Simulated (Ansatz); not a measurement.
hcp Pb (model structure)

Calculation: r²SCAN+rVV10 (plane waves, PAW; Ansatz, a program for electronic structure).

Run with plane-wave cutoff 500 eV, 24×24×14 k mesh (along the axes of the cell as run), Fermi–Dirac smearing 0.1 eV, scalar-relativistic PAW data made under PBE.

Cell (relaxed at this level):

```
Pb
1.0
    1.73621    -3.00721     0.00000
    1.73621     3.00721     0.00000
    0.00000     0.00000     5.80584
Pb
2
Direct
  0.33333   0.66667   0.25000
  0.66667   0.33333   0.75000
```

```json
{
 "band_gap": "none"
}
```

Note: the relaxation could raise the start's symmetry but not lower it, so the cell can be a saddle point.

Spin–orbit coupling is not included; it can shift volumes and moduli of such heavy elements.

Computed values are for the static lattice.

A model structure was made by putting elements into a prototype or built by hand; it is no filed structure, need not be a known phase, and can be a saddle point held by its symmetry.
